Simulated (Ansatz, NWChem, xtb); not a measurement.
# Si2H5 (SMILES [SiH2][SiH3]): the vertical ionisation energy, rung by rung

Si2H5 has 7 atoms, charge 0, and is taken as a doublet. SMILES: `[SiH2][SiH3]`. Geometry: relaxed at PBE0-D4/def2-TZVP.

Quantity: the vertical ionisation energy (to the singlet cation), in eV. The values are calculated.

```csv
level,kind,program,value (eV),CPU time (all runs)
GFN2-xTB,semi-empirical,xtb,10.79,under 2 s
GFN1-xTB,semi-empirical,xtb,11.86,under 2 s
UHF/STO-3G,Hartree–Fock,Ansatz,5.10,0.29 s
USVWN5/STO-3G,LDA,Ansatz,5.55,2.4 s
U-revPBE/STO-3G,GGA,Ansatz,5.77,4 s
UBLYP/STO-3G,GGA,Ansatz,5.60,4.2 s
UPBE/STO-3G,GGA,Ansatz,5.74,4 s
U-r2SCAN/STO-3G,meta-GGA,Ansatz,5.92,10 s
UB3LYP/pcseg-1,global hybrid,NWChem,8.33,17 s
UB3LYP/pcseg-2,global hybrid,NWChem,8.33,60 s
```

The values span 5.10 to 11.86 eV. The xTB values lack the empirical shift that such differences need. Times are those of the runs behind each value, whatever else they computed, on shared processors of several kinds: orders of magnitude only.
